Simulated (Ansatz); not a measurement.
What a trial cell of Ni2Ru relaxes into

These are results of Ansatz, DFT PBE, scalar-relativistic, plane waves, PAW, not measurements. Cutoff 420 eV, Γ-centred k mesh, Gaussian smearing, collinear spin, first started from parallel moments.

The start puts Ni2Ru on the cubic Laves (C15) structure type (Fd-3m, No. 227), with Ru in place of Mg, Ni in place of Cu, at a guessed volume.

```yaml
crystal:
  lattice:
    - [0.00000, 3.19793, 3.19793]
    - [3.19793, 0.00000, 3.19793]
    - [3.19793, 3.19793, 0.00000]
  atoms:
    - { symbol: Ni, position: [0.62500, 0.62500, 0.62500] }
    - { symbol: Ni, position: [0.12500, 0.62500, 0.62500] }
    - { symbol: Ni, position: [0.62500, 0.62500, 0.12500] }
    - { symbol: Ni, position: [0.62500, 0.12500, 0.62500] }
    - { symbol: Ru, position: [0.00000, 0.00000, 0.00000] }
    - { symbol: Ru, position: [0.25000, 0.25000, 0.25000] }
```

Steps on the 6×6×6 mesh (6 atoms). 4 of 5 steps are shown, and the free energy counts from the last. Trial steps that were taken back and renewals of the plane-wave basis can be among the rows.

```
step  ΔF (meV/atom) V (Å³/atom) P (GPa)
   1           70.7        10.90    24.89
   2            6.4        11.59     6.46
   3            0.6        11.85     0.92
   5            0.0        11.89     0.02
```

A final relaxation ran on a 10×10×10 mesh. The relaxed crystal, Fd-3m (No. 227):

Space group Fd-3m:1 (No. 227). a = 6.584 Å, b = 6.584 Å, c = 6.584 Å, α = 90.00°, β = 90.00°, γ = 90.00°
```tsv
atom	site	symmetry	x	y	z
Ni	16c	.-3m	0.1250	0.1250	0.1250
Ru	8b	-43m	0.0000	0.0000	0.5000
```

For Ni2Ru, the volume per atom is 11.89 Å³. The density is 10.17 g/cm³ and the energy over the elements is 0.18 eV/atom. The gap on the 10×10×10 mesh is 0 eV (a metal) and the net moment per atom is 0.56 μB. The largest site moment is 0.58 μB.

The zero of energy is the elements' standard structures at the same level; no fitted shifts are applied.

The final run used a 10×10×10 mesh on its 6-atom cell and 0.10 eV smearing. For metals, differences of a few meV/atom aren't resolved.

Symmetry constrained the relaxation, so the result can be a saddle point.

Cost: 3 runs of about 2.9 core-minutes in all, on Arm Neoverse V2 (shared hosts).